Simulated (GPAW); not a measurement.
# SiH3O− (SMILES [O-][SiH3]) in GPAW

Wanted: energy and one-electron properties of SiH3O−.

The calculation is run with GPAW 26.7.0.

7 further runs of the same task are left out: 1 for a known fault of the program, 2 that didn't finish, 4 set aside as unsound or not needed. Runs told in other sessions of the task aren't counted.

### 1 The system as given

The species is SiH3O− (5 atoms), meant as a singlet with charge -1. As SMILES, `[O-][SiH3]`. The shape is that of a GFN2-xTB optimisation.

Bond lengths: O1–Si2 1.535 Å, Si2–H3 1.516 Å, Si2–H4 1.516 Å, Si2–H5 1.516 Å. Angles: O1–Si2–H3 116.1°, O1–Si2–H4 116.1°, O1–Si2–H5 116.1°, H3–Si2–H4 102.1°, H3–Si2–H5 102.1°, H4–Si2–H5 102.1°.

### 2 The job

File mol.sdf:

```

     RDKit          3D

  5  4  0  0  0  0  0  0  0  0999 V2000
   -1.4442    0.2714    0.7001 O   0  0  0  0  0  0  0  0  0  0  0  0
   -0.0827    0.0156    0.0398 Si  0  0  0  0  0  4  0  0  0  0  0  0
   -0.1044   -0.2474   -1.4526 H   0  0  0  0  0  0  0  0  0  0  0  0
    0.6978   -1.1746    0.5614 H   0  0  0  0  0  0  0  0  0  0  0  0
    0.9335    1.1350    0.1513 H   0  0  0  0  0  0  0  0  0  0  0  0
  2  1  1  0
  3  2  1  0
  4  2  1  0
  5  2  1  0
M  CHG  1   1  -1
M  END
$$$$
```

File mol.py:

```python
from ase.io import read
from gpaw import GPAW
from gpaw.utilities.adjust_cell import adjust_cell

# Set up the molecule
system = read('mol.sdf')
adjust_cell(system, 6.0, h=0.2)

# Ground state
calc = GPAW(mode='lcao',
            basis='dz(dzp)',
            h=0.2,
            xc='BLYP',
            charge=-1,
            maxiter=53,
            poissonsolver={'name': 'MomentCorrectionPoissonSolver', 'poissonsolver': 'fast', 'moment_corrections': 9},
            txt='mol.txt')
system.calc = calc

energy = system.get_potential_energy()
print(f'Energy                  {energy:.5f} eV')
forces = system.get_forces()
print('Forces (eV/Ang)')
for symbol, f in zip(system.symbols, forces):
    print(f'{symbol:2} {f[0]:9.4f} {f[1]:9.4f} {f[2]:9.4f}')
homo, lumo = calc.get_homo_lumo()
print(f'HOMO = {homo:.3f} eV')
print(f'LUMO = {lumo:.3f} eV')
print(f'Gap: {lumo - homo:.3f} eV')
```

Started as:

```console
$ python3 mol.py
```

Log:

```text
FileNotFoundError: Could not find required PAW dataset file "O.BLYP".

You need to set the GPAW_SETUP_PATH environment variable to point to
the directories where PAW dataset and basis files are stored.  See
```

It took 0.8 s on 1 thread of Arm Neoverse V1, shared host; peak memory 0.11 GiB.

### 3 What went wrong

The program refused the input.

The log says `FileNotFoundError: Could not find required PAW dataset file "O.BLYP".`. Cause: a data file that the run needs (basis, dataset or core potential) isn't installed. To mend it, install or generate that file, or choose a functional or basis whose files are there.
